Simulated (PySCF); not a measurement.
# Spin-rotation constants: SMILES C#C/P=C(\C)F, C₄H₄FP

Molfile (atoms numbered from 1):
```
C4H4FP
     RDKit          3D

 10  9  0  0  0  0  0  0  0  0999 V2000
    2.5550    0.3515    0.3511 C   0  0  0  0  0  0  0  0  0  0  0  0
    1.5948    0.0990   -0.3300 C   0  0  0  0  0  0  0  0  0  0  0  0
    0.3732   -0.2884   -1.5340 P   0  0  0  0  0  0  0  0  0  0  0  0
   -0.9809   -0.2767   -0.5301 C   0  0  0  0  0  0  0  0  0  0  0  0
   -1.1407   -0.0235    0.9249 C   0  0  0  0  0  0  0  0  0  0  0  0
   -2.1625   -0.5485   -1.1423 F   0  0  0  0  0  0  0  0  0  0  0  0
    3.3515    0.5770    0.9990 H   0  0  0  0  0  0  0  0  0  0  0  0
   -0.1784    0.1900    1.3802 H   0  0  0  0  0  0  0  0  0  0  0  0
   -1.5880   -0.8954    1.4053 H   0  0  0  0  0  0  0  0  0  0  0  0
   -1.8154    0.8197    1.0823 H   0  0  0  0  0  0  0  0  0  0  0  0
  1  2  3  0
  2  3  1  0
  3  4  2  0
  4  5  1  0
  4  6  1  0
  1  7  1  0
  5  8  1  0
  5  9  1  0
  5 10  1  0
M  END
```

Computed, not measured: PySCF, GIAO PBE0/pcSseg-1 magnetisability, rotational g tensor and spin-rotation constants, non-relativistic, gas phase. Geometry: GFN2-xTB.

(1) Give the nuclear spin-rotation constants along the inertial axes (H = +C I·J) beside the isotropic shieldings.

(2) How do the rotational constants and the g tensor change when H7, H8, H9, H10 are replaced by deuterium?

## Answers

(1) Rotational constants 5.8599, 1.9664, 1.4859 GHz. A star marks the isotopologue with that one atom substituted, in its own axes.
| atom | isotope | Caa (kHz) | Cbb (kHz) | Ccc (kHz) | mean (kHz) | σ (ppm) |
| --- | --- | --- | --- | --- | --- | --- |
| P3 | 31P | 13.969 | 3.628 | 1.924 | 6.507 | 214.5 |
| F6 | 19F | 12.395 | 4.480 | 0.514 | 5.796 | 195.4 |
| H7 | 1H | 0.052 | -0.160 | -0.172 | -0.093 | 28.4 |
| H8 | 1H | 0.156 | -0.139 | -0.165 | -0.049 | 27.6 |
| H9 | 1H | -0.498 | -0.157 | -0.036 | -0.230 | 29.3 |
| H10 | 1H | -0.497 | -0.157 | -0.036 | -0.230 | 29.3 |
| C1 | 13C* | 1.188 | 0.557 | 0.538 | 0.761 | 73.5 |
| C2 | 13C* | 0.400 | 0.590 | 0.554 | 0.514 | 99.2 |
| C4 | 13C* | 3.911 | 1.082 | 0.417 | 1.803 | -67.2 |
| C5 | 13C* | 1.041 | 0.261 | 0.231 | 0.511 | 158.6 |

For the geometry as given, no vibrational averaging.

(2) Constants 4.9982, 1.8331, 1.3638 GHz; g -0.0447, -0.0143, -0.0071, against -0.0516, -0.0153, -0.0075 before.
